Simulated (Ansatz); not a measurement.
## C2H3F3, SMILES CC(F)(F)F: a ladder of methods at one geometry

Run with the Ansatz DFT code, driven from Python.

The script, `methods.py`:
```python
"""One geometry of C2H3F3, method by method."""

from dataclasses import dataclass
from pathlib import Path
import warnings

import ansatz as az
import numpy as np


@dataclass(frozen=True)
class RunConfig:
    basis: str = "cc-pVDZ"


settings = RunConfig()

GEOMETRY = """
C    -0.57610   -0.18240    0.48200
C     0.54830    0.11000   -0.43400
F     1.65150   -0.39360    0.08330
F     0.43830   -0.44990   -1.64390
F     0.74180    1.42820   -0.64330
H    -0.46660    0.34550    1.44530
H    -0.74470   -1.20850    0.62630
H    -1.50030    0.29350    0.02840
"""


def main() -> None:
    warnings.simplefilter("ignore", az.DeckWarning)

    system = az.Crystal.molecule()
    for line in GEOMETRY.strip().splitlines():
        symbol, *xyz = line.split()
        system = system.atom(symbol, [float(v) for v in xyz])

    setup = system.calculation().basis(gaussian=settings.basis)

    print("functional    E (Ha)        dipole (D)   HOMO (eV)  LUMO (eV)")
    for name in ["r2scan", "pbe", "revpbe", "hf", "blyp", "b3lyp"]:
        report = setup.functional(name).forces().orbitals().run(threads=1, runs_dir="runs").report
        lines = Path(report["orbitals_path"]).read_text().splitlines()
        field_of = lambda key: [line.split("=")[1].strip() for line in lines if line.startswith(key)]
        orbitals = [(27.211386 * float(e), s, float(n)) for e, s, n in zip(field_of("Ene="), field_of("Spin="), field_of("Occup="))]
        homo = max(e for e, _, n in orbitals if n > 0.5)
        lumo = min(e for e, _, n in orbitals if n < 0.5)
        dipole = 4.803205 * np.linalg.norm(report["charge_distribution"]["dipole_moment_e_ang"])
        print(f"{name:10s} {report['free_energy_ev'] / 27.211386246:14.6f} {dipole:9.3f} {homo:11.3f} {lumo:10.3f}")


if __name__ == "__main__":
    main()
```

`python methods.py` gives:
```text
functional    E (Ha)        dipole (D)   HOMO (eV)  LUMO (eV)
r2scan        -377.409989     2.152      -9.230      2.081
pbe           -377.187442     1.986      -8.687      1.317
revpbe        -377.445760     1.963      -8.630      1.384
hf            -375.834550     2.562     -15.133      5.030
blyp          -377.498955     1.971      -8.582      1.257
b3lyp         -377.571424     2.150     -10.311      1.776
```

Reading the output:
- Total energies depend on the basis set; only differences at equal settings carry meaning.
- The geometry is a force-field or estimated start, not a minimum of this method, and the basis set is short of its limit. A lower total doesn't mark the better method: functionals have no common bound, and MP2 and coupled cluster aren't variational.
- b3lyp holds the VWN-RPA fit, as in Gaussian; the form of ORCA and Turbomole is b3lyp5.
- Levels such as HOMO and LUMO are orbital energies: with these approximate functionals they aren't the ionisation energy and electron affinity, and their gap isn't the fundamental gap.
- The whole script took 8.6 s on 1 thread of Intel(R) Xeon(R) 6975P-C (Granite Rapids) (shared host), peak memory 0.24 GiB.

(Lines on the test bed's own set-up are left out of the output.)
